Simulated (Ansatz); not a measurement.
# AlCl₂ radical: how energies converge with the basis set

Aim: see how fast density functionals converge with the basis set for AlCl₂ radical.

Method: one geometry, several basis sets; program: Ansatz 0.2.0, Gaussian basis.

Plan: PBE0-D4/def2-SVP; ωB97M-V/def2-SVP; PBE0-D4/def2-QZVPP; ωB97M-V/def2-QZVPP; the functionals' def2-TZVPP values are taken from earlier runs.

### Step 1. Structure used throughout

An earlier PBE0-D4 in a triple-zeta def2 set relaxation fixed the geometry.

SMILES `[Cl][Al][Cl]`, 3 atoms, charge 0, spin multiplicity 2.

Atoms are counted from 1 here; the program's logs count them from 0.

Bond lengths: Cl1–Al2 2.102 Å, Al2–Cl3 2.102 Å. Angles: Cl1–Al2–Cl3 118.9°.

### Step 2. PBE0-D4 in def2-SVP

Contents of in.yaml:

```yaml
crystal:
  periodic: [false, false, false]
  atoms:
    - {symbol: Cl, position_ang: [1.374825, 0.868287, 0.838685]}
    - {symbol: Al, position_ang: [-0.432106, 0.520678, -0.177210]}
    - {symbol: Cl, position_ang: [-0.953620, -1.453765, -0.674675]}
basis:
  gaussian: {orbitals: def2-SVP}
magnetization: {spin_polarized: true, initial_magnetization: 1}
hamiltonian: {xc: pbe0, dispersion: d4}
output: {orbitals: {seedname: orbitals}}
```

Further steps of the session: ωB97M-V in def2-SVP; PBE0-D4 in def2-QZVPP; ωB97M-V in def2-QZVPP.

**Question.** What will the summary of the whole plan be? Wanted: PBE0-D4: double and triple zeta above quadruple; ωB97M-V: double and triple zeta above quadruple.

The runs gave:

```
                                       quantity           value
PBE0-D4: double and triple zeta above quadruple  11.94, 0.94 eV
ωB97M-V: double and triple zeta above quadruple  11.78, 0.91 eV
```

PBE0-D4 gains 11.00 eV from double to triple zeta, then 0.94 eV more. These are total energies; as a rule much of such shifts cancels in differences, which this series doesn't test.
